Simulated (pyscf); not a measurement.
`[SiH3][PH][GaH][PH2]` + `[H][H]` → `[PH2][GaH][PH2]` + `[SiH4]`, a four-centre exchange (singlet surface; P–Si, H–H broken, H–P, H–Si formed). Single points on ωB97X-D3(BJ)/def2-SVP structures (PySCF, gas phase). Energies in kJ/mol from the separated reactants.

AM1 to PM7: differences of heats of formation from MOPAC, which are fitted to 298 K values and so differ in kind from electronic energies by zero-point and thermal terms. 

### Question
In single points PM6 puts the saddle at 411.9 kJ/mol and the reaction energy at +613.1 kJ/mol. Should these be trusted to within a few kcal/mol? Compare with ωB97M-D3(BJ)/def2-TZVP.

### Answer
ωB97M-D3(BJ)/def2-TZVP gives ΔE‡ = 272.5 kJ/mol and ΔE = +5.5 kJ/mol. PM6 lies 139.3 kJ/mol over it in the barrier and 607.6 kJ/mol over it in the reaction energy, so on this step it does not hold to within 12.6 kJ/mol. At PM6 this geometry lies under one side, so its ΔE‡ may be no barrier of that level. ωB97M-D3(BJ)/def2-TZVP has limits of its own. At the saddle there is also a short H–Si contact that neither side keeps. One saddle was located; it need not be the lowest between these sides. In the def2 sets elements up to Kr have no core potential.
